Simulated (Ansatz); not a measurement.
Input file:

```yaml
crystal:
  periodic: [false, false, false]
  atoms:
    - {symbol: N, position_ang: [0.000000, 0.000000, 1.130338]}
    - {symbol: Al, position_ang: [0.000000, 0.000000, -0.499668]}
    - {symbol: P, position_ang: [0.000000, 0.000000, -2.759714]}
    - {symbol: H, position_ang: [0.000000, 0.000000, 2.129045]}
basis:
  gaussian: {orbitals: cc-pVDZ}
magnetization: {spin_polarized: false}
correlation: {method: ccsdt_q, electrons: outside_noble_gas}
```

```sh
$ ansatz run in.yaml --threads 1 --pin off --events-out ev --progress --plain --max-ram 2393MiB
```

Log:

```
1005 factors; integrals over basis functions are off by at most 1.6e-7 eV
mean field evaluation 1: about -17341.7838 eV, gradient 4.9e1 eV
mean field evaluation 2: about -17341.7861 eV, gradient 4.9e1 eV
mean field evaluation 4: about -17347.7535 eV, gradient 1.4e1 eV
mean field evaluation 8: about -17348.6707 eV, gradient 9.4e-2 eV
mean field evaluation 16: about -17347.7490 eV, gradient 1.4e1 eV
mean field evaluation 32: about -17347.7519 eV, gradient 7.5e0 eV
mean field evaluation 64: about -17348.5999 eV, gradient 2.1e0 eV
mean field evaluation 96: about -17330.9740 eV, gradient 1.8e1 eV
mean field evaluation 128: about -17343.9040 eV, gradient 3.8e-1 eV
mean field -17348.67071699 eV, -637.5518894979 hartree, gradient 1.6e-6 eV, S^2 0.000000; 4 other end points of the search recorded, 0 dependent functions left out; unrestricted orbitals would lower it
mean field evaluation 160: about -17348.6287 eV, gradient 1.1e0 eV
...
cycle  38  -10.44246227 eV  change    9.4e-7 eV  update   1.3e-6
cycle  39  -10.44246095 eV  change    1.3e-6 eV  update   1.5e-6
cycle  40  -10.44246007 eV  change    8.8e-7 eV  update   8.5e-7
cycle  41  -10.44245842 eV  change    1.6e-6 eV  update   6.7e-7
cycle  42  -10.44245833 eV  change    9.8e-8 eV  update   9.5e-7
cycle  43  -10.44245763 eV  change    7.0e-7 eV  update   6.4e-7
cycle  44  -10.44245762 eV  change    1.1e-8 eV  update   6.4e-7
cycle  45  -10.44245671 eV  change    9.1e-7 eV  update   4.8e-7
cycle  46  -10.44245660 eV  change    1.1e-7 eV  update   3.5e-7
cycle  47  -10.44245641 eV  change    1.9e-7 eV  update   2.6e-7
perturbative correction -0.32732756 eV, -0.0120290660 hartree
Total energy: -17359.44050096 eV, -637.9476717588 hartree
```

Ran on 1 thread of Arm Neoverse V2, shared host: 38 s wall, 0.38 GiB peak host memory.
